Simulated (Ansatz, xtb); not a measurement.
## CH6AlSi+: where a starting geometry ends

The starting geometry of this gas-phase singlet has its atoms placed at random.

```xyz
9

C    -0.3588   -0.6367   -1.1329
Al    0.2655   -0.8080    2.3070
Si    0.4750    1.4699    0.1381
H     0.6144    0.6116   -1.3907
H     1.7848   -1.2032    1.1618
H     0.6223   -0.7321   -1.9259
H    -0.5430    0.4641    0.4630
H     1.6031    1.5427   -0.8438
H    -1.2944    0.0878    1.3593
```

Question: Guess where an optimisation with r2SCAN-D4/def2-SVP ends from this start.

Answer: It ends as a structure given below by its coordinates. Distances that change by over a tenth: C1–H6 (1.27 → 1.11 Å). Contacts that open: Si3–H4 (1.76 → 2.43 Å), Si3–H7 (1.47 → 2.51 Å). Contacts that close: C1–Si3 (2.60 → 1.84 Å), C1–H4 (1.60 → 1.11 Å), C1–H7 (1.95 → 1.10 Å), Al2–Si3 (3.15 → 2.53 Å), Al2–H5 (1.94 → 1.57 Å), Al2–H9 (2.03 → 1.57 Å).

The energy falls by 11.62 eV over 25 steps:

```json
{"step": "1", "E − E(last) (eV)": "11.618"}
{"step": "4", "E − E(last) (eV)": "7.440"}
{"step": "6", "E − E(last) (eV)": "5.808"}
{"step": "9", "E − E(last) (eV)": "3.312"}
{"step": "12", "E − E(last) (eV)": "1.387"}
{"step": "14", "E − E(last) (eV)": "0.650"}
{"step": "17", "E − E(last) (eV)": "0.180"}
{"step": "20", "E − E(last) (eV)": "0.012"}
{"step": "22", "E − E(last) (eV)": "0.000"}
{"step": "25", "E − E(last) (eV)": "0.000"}
```

Final geometry (Å):

```xyz
9

C     0.2431   -0.1903   -1.6216
Al    0.3059   -0.1407    2.3271
Si    0.5457    0.6999   -0.0431
H     1.1704   -0.1547   -2.2275
H     1.6447   -0.7670    2.8644
H    -0.5014    0.3809   -2.2111
H    -0.0891   -1.2318   -1.5160
H     0.9905    2.0988   -0.3298
H    -1.1410    0.1010    2.8937
```

From the same start GFN2-xTB reaches the same bonding as this run.

From so rough a start the end depends on the optimiser's path, so another program may land elsewhere. No frequencies were run, so the end isn't proven a minimum. Run with Ansatz 0.2.0, 72 s on 1 thread of Intel(R) Xeon(R) Platinum 8259CL CPU @ 2.50GHz (Skylake/Cascade Lake), with other jobs on the host.
